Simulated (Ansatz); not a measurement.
The input, for Ansatz 0.2.0:

```yaml
crystal:
  periodic: [false, false, false]
  atoms:
    - {symbol: B, position_ang: [0.000000, 0.000000, -2.955000]}
    - {symbol: N, position_ang: [0.000000, 0.000000, -1.693000]}
    - {symbol: Ga, position_ang: [0.000000, 0.000000, 4.648000]}
basis:
  gaussian: {orbitals: cc-pVDZ}
magnetization: {spin_polarized: false, initial_magnetization: 1}
hamiltonian: {xc: r2scan}
correlation: {method: sc_nevpt2, electrons: valence, active_space: {window: {electrons: 3, orbitals: 3}}}
```

```sh
$ ansatz run in.yaml --threads 1 --pin off --events-out ev --progress --plain --max-ram 2393MiB
```

Question: How does this run end?

Answer: Refused. The input was made wrong on purpose (active space on a functional), so the run isn't a sound calculation of what was asked.
```
Error: invalid value for `correlation.active_space`: it starts from restricted Hartree–Fock orbitals; set hamiltonian.xc: hf without magnetization.spin_polarized
```
